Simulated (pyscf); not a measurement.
`[OH2]` + `[O]=[Zr]([OH])[Cl]` -> `[OH][Zr]([OH])([OH])[Cl]`, an addition across a multiple bond or ene-type step (singlet surface; H–O broken, O–Zr, H–O formed). Structures and frequencies: ωB97X-D3(BJ)/def2-SVP in PySCF. Energies in kcal/mol from the separated reactants.

Small-basis levels: PySCF, no dispersion term, spherical d functions. AM1 to PM7: differences of heats of formation from MOPAC, which are fitted to 298 K values and so differ in kind from electronic energies by zero-point and thermal terms. Cost: rough CPU time at the saddle relative to B3LYP/6-31G*+LANL2DZ, from one job on a shared machine.

| level | barrier | reaction energy | cost |
|---|---|---|---|
| HF/6-31G*+LANL2DZ | -14.7 | -72.1 | 0.1 |
| MP2/6-31G*+LANL2DZ | … | -60.2 | 0.2 |
| SVWN5/6-31G*+LANL2DZ | -41.1 | -73.6 | 1 |
| BP86/6-31G*+LANL2DZ | -25.7 | -60.5 | 2 |
| B3LYP/6-31G*+LANL2DZ | … | -63.9 | 1 |
| M06-2X/6-31G*+LANL2DZ | -25.8 | -67.1 | 3 |
| B3LYP/6-311+G**+LANL2DZ | -17.6 | -65.6 | 2 |
| B3LYP/def2-SVP | -29.1 | -74.6 | 1 |
| PM6 | -6.8 | -95.1 | under 0.02 |
| ωB97M-D3(BJ)/def2-TZVP | … | -69.0 | – |

### Question
Complete the blanks.

### Answer

- MP2/6-31G*+LANL2DZ, barrier: -19.2
- B3LYP/6-31G*+LANL2DZ, barrier: -23.5
- ωB97M-D3(BJ)/def2-TZVP, barrier: -22.3

Against the last row the barrier runs from -18.8 (SVWN5/6-31G*+LANL2DZ) to +15.5 kcal/mol (PM6). ωB97M-D3(BJ)/def2-TZVP has limits of its own. On the reactant side the descent ends in an adduct with a O–Zr contact, 34.6 kcal/mol under the separated species and 10.0 kcal/mol under the saddle at ωB97X-D3(BJ)/def2-TZVP. At ωB97M-D3(BJ) the saddle lies under the separated reactants, which points to a path from their complex (located at ωB97X-D3(BJ) alone). What is counted as formed (O–Zr) is already present as a longer contact in the reactant adduct; forming that adduct is a step of its own. At the saddle there is also a short H–Zr contact that neither side keeps. At ωB97X-D3(BJ)/def2-TZVP the barrier from the zero used here is -24.5 kcal/mol. One saddle was located; it need not be the lowest between these sides. In the def2 sets elements past Kr carry core potentials, without spin-orbit coupling.
